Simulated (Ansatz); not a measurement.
Computed with Ansatz on PBE0-D4/def2-TZVP structures; ΔE is electronic, products minus reactants. CBS: MP2 limit from def2 TZ/QZ plus the TZ coupled-cluster correction, frozen cores. This one scheme is used for every species, atoms too. Functionals use def2-TZVPP. Open shells (•) are unrestricted, without spin–orbit coupling. Spin–orbit coupling would lower the free atoms: a little for C, S.

Reaction (atomization): `c1cscn1` → 3 C• + 3 H• + N• + S•

Question: What is ΔE at CCSD(T)/CBS? (Estimate.)

Answer: The calculation gave: +3498.5 kJ/mol.

Question: What do these levels give: LDA (SPW92), PBE-QIDH, PBE, r2SCAN, r2SCANh, CAM-B3LYP? (Best estimate.)

Answer: The calculation gave: LDA (SPW92) 4162.3, PBE-QIDH 3519.3, PBE 3674.0, r2SCAN 3537.7, r2SCANh 3501.7, CAM-B3LYP 3500.2 kJ/mol.

Largest T1 diagnostic among the species: 0.015.

From PBE to PBE0 (25 % exact exchange), in def2-TZVPP and without D4, ΔE moves by −111.4 kJ/mol: exact exchange takes away binding that semilocal exchange gives to molecules. In def2-TZVPP, CCSD(T) changes the Hartree–Fock value by +1018.9 kJ/mol (the triples alone add +93.1 kJ/mol) and MP2 by +1147.0 kJ/mol; breaking electron pairs costs correlation energy, which Hartree–Fock lacks. Leaving LDA and LC-ωPBE aside and taking each functional with its dispersion term where it has one, the values, not all of them listed here, spread over 338.0 kJ/mol, from BHLYP-D4 to PBE-D4. LDA lies +488.3 kJ/mol from PBE without D4, its usual overbinding.

For atomizations the MP2-based limit and the directly extrapolated one differ by several kJ/mol either way, and by 10 to 25 for some Ge, Se and Sn compounds, so smaller differences from it don't rank the levels.
